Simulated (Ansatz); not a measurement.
Two shapes of doublet SiH3.

Shape 1:

```xyz
4

Si   -0.0207   -0.0409    0.0595
H     1.4529   -0.0411   -0.3698
H    -0.7381    1.2618   -0.3387
H    -0.6996   -1.2138   -0.4150
```

Shape 2:

```xyz
4

Si    0.0000    0.0000    0.0731
H     1.3105    0.0000   -0.3412
H    -0.6552    1.1349   -0.3412
H    -0.6552   -1.1349   -0.3412
```

Basis set: 6-31G* (spherical functions). Correlated methods keep 5 orbitals frozen. Charge 0, multiplicity 2.

Computed with Ansatz (development build ahead of 0.2.0); each method stands on the lowest determinant of its kind that the runs found.

Task: Which shape is lower in energy, and by how much in each method?

Result:

```json
{"method": "UHF", "E(2) − E(1) (eV)": "0.272"}
{"method": "UHF-MP2", "E(2) − E(1) (eV)": "0.328"}
```

Shape 1 is lower.
